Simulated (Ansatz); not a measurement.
Input for Ansatz (development build ahead of 0.2.0):

```yaml
crystal:
  periodic: [false, false, false]
  atoms:
    - { symbol: C, position_ang: [0.85046, 0.0, 0.0] }
    - { symbol: C, position_ang: [-0.42523, 0.73652, 0.0] }
    - { symbol: C, position_ang: [-0.42523, -0.73652, 0.0] }
    - { symbol: H, position_ang: [2.032, 0.0, 0.0] }
    - { symbol: H, position_ang: [-1.016, 1.75976, 0.0] }
    - { symbol: H, position_ang: [-1.016, -1.75976, 0.0] }
basis:
  gaussian: { orbitals: cc-pVTZ }
total_charge: 1
hamiltonian:
  xc: hf
```

The input is written out in the form of the current development build from the run's settings.

The run gave:

- Converged: yes
- Total energy: -114.98794 hartree
- Spin squared of the determinant: 0.000

Caution: no unrestricted run beside it, a lower state can exist.
